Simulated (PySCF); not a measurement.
Atom-mapped SMILES (the numbers label the heavy atoms): `[OH:1][BH:2][F:3]`; H(Xn) means a hydrogen on atom n.

Gas phase, a single conformation, relativity neglected. NMR shieldings at B97-2/pcSseg-2/GIAO; PBE0-D3(BJ)/def2-TZVP structure; PySCF 2.14.

Shifts are taken against calculated references (same method and geometry level): TMS for $^{1}$H; $^{17}$O against H2O; BF3·OEt2 for $^{11}$B; $^{19}$F vs CFCl3.

```csv
atoms,nucleus,count,δ (ppm)
F3,$^{19}$F,1,?
O1,$^{17}$O,1,127.0
B2,$^{11}$B,1,23.3
H(B2),$^{1}$H,1,?
H(O1),$^{1}$H,1,4.25
```

Task: Complete the table.

Result: 
- H(B2): 4.34 ppm, hydrogen on a boron bonded to F, O
- F3: -84.1 ppm, fluorine bonded to B

The OH or NH signal is concentration- and solvent-dependent in practice; the value given is the gas-phase one. Hydrogens on boron are broadened and split by $^{11}$B (spin 3/2, 80 %) and 10B (spin 3). Unscaled 19F shifts against computed CFCl3 carry errors that often reach 10 to 50 ppm. Experimental scales use liquid or dissolved standards, which lie at an offset from isolated H2O (liquid H2O: subtract about 36 ppm).
